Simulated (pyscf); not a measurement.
This saddle point was located with ωB97X-D3(BJ)/def2-SVP in PySCF.

```xyz
6

Ga     0.1317     1.1549    -0.4064
F      1.5192     1.3631    -1.4726
N      0.1275    -0.6142     0.4426
H     -1.1581     0.1842    -0.0775
H      0.5576    -1.5253     0.2435
H     -0.1707    -0.5960     1.4211
```

Surface: singlet, charge 0. Lowest wavenumbers (cm⁻¹): 1435i, 163, 261, 521, 565.

Question: Name the species on either side of this saddle.

Answer: F–Ga [singlet] + ammonia (NH₃) ⇌ H₂N–GaH–F, an insertion read from left to right: H–N broken and Ga–N, Ga–H formed. At CCSD(T)/def2-TZVPP + ΔMP2(QZVPP) it lies +2.31 eV from the left side and +2.62 eV from the right (each side as separated species at their lowest minima found). On the reactant side the descent ends in a bound adduct (not fully relaxed), 0.50 eV under the separated species and 2.90 eV under the saddle at ωB97X-D3(BJ)/def2-TZVP. One saddle was located; it need not be the lowest between these sides. The CCSD(T) − MP2 part came from Ansatz, without density fitting, on the same reference. The frozen core leaves the outer d or s,p core shells of the metals and heavy elements correlated in the MP2 and CC values, and def2-TZVPP describes them poorly, which can shift differences by a few kcal/mol. Elements up to Kr have no core potential and no relativistic terms here.
